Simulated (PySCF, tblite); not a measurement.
# carbon disulfide and chlorine

A gas-phase complex of carbon disulfide and chlorine; neutral, singlet. The structure comes from a short search (6 tight-binding starts) and was relaxed by PBE0-D3(BJ)/def2-SVPD; another way of binding may lie lower. Frequencies by PBE0-D3(BJ)/def2-SVPD show no clear imaginary mode.

Parts: 1 = carbon disulfide (S=C=S), atoms 1–3; 2 = chlorine (ClCl), atoms 4–5.

Coordinates in Å:
```
S1     -1.621   -0.566   -0.291
C2     -0.143   -0.141   -0.084
S3      1.343    0.293    0.126
Cl4    -0.058    4.523    2.484
Cl5     0.490    2.795    1.516
```

```csv
contact,kind (by geometry),distance (Å),angle (°)
Cl4–Cl5···S3,halogen bond,2.987,179
```

Interaction energies are complex less parts, with the parts frozen as they stand in it; counterpoise-corrected, in kcal/mol (PySCF).

Q: Give the interaction energy at each level run.

A: 
| level | interaction | superposition error removed |
| --- | --- | --- |
| wB97M-D3(BJ)/def2-TZVPD | -0.81 | -0.14 |
| PBE0-D3(BJ)/def2-TZVPD | -2.42 | -0.19 |
| RI-MP2/aug-cc-pVTZ | -2.52 | -0.59 |

Q: What holds them together? Decompose the wB97M-D3(BJ)/def2-TZVPD energy: frozen parts, their antisymmetrised product, then relaxation.

A: electrostatic -5.3, Pauli repulsion +10.4, orbital relaxation -4.7, dispersion correction -1.3 kcal/mol, which sum to the value before the counterpoise correction; the Pauli term holds the exchange-correlation of the frozen density too. Of the attraction, 47 % is electrostatic, 41 % is orbital relaxation, 12 % is dispersion correction.

The parts were also relaxed and run alone, at the levels used for the complex: shieldings by PBE0/pcSseg-2; core levels by delta-SCF with SCAN, pcX-2 on the ionised atom and pcseg-1 elsewhere, spin-free X2C (2p3/2 is the spin-free 2p value less a third of a first-order spin-orbit splitting).

Values alone: Cl4–Cl5 bond (Å): 2.029; shielding of Cl5 (ppm): 543.6; shielding of S3 (ppm): 501.7; shielding of Cl4 (ppm): 543.6; S3 2p3/2 core level (eV): 170.17; Cl4 2p3/2 core level (eV): 207.95; Cl5 2p3/2 core level (eV): 207.95.

Q: What does binding change?

A: 
```csv
property,alone,in the complex,change
Cl4–Cl5 bond (Å),2.029,2.055,+0.025
shielding of Cl5 (ppm),543.6,573.2,+29.6
shielding of S3 (ppm),501.7,485.9,-15.8
shielding of Cl4 (ppm),543.6,467.9,-75.6
S3 2p3/2 core level (eV),170.17,170.33,+0.16
Cl4 2p3/2 core level (eV),207.95,206.08,-1.87
Cl5 2p3/2 core level (eV),207.95,206.71,-1.24
```

The core-hole state of Cl4 is spin-contaminated (⟨S²⟩ 0.85 against 0.75 for a pure doublet), so that value and differences from it are less sure.

Q: What are the binding energy from relaxed parts (wB97M-D3(BJ)/def2-TZVPD), and ΔH and ΔG of association at 298.15 K and 1 atm?

A: -0.20 kcal/mol, 0.11 with zero-point energy; ΔH 0.4 and ΔG +7.0 kcal/mol, from harmonic vibrations by PBE0-D3(BJ)/def2-SVPD with low modes damped.
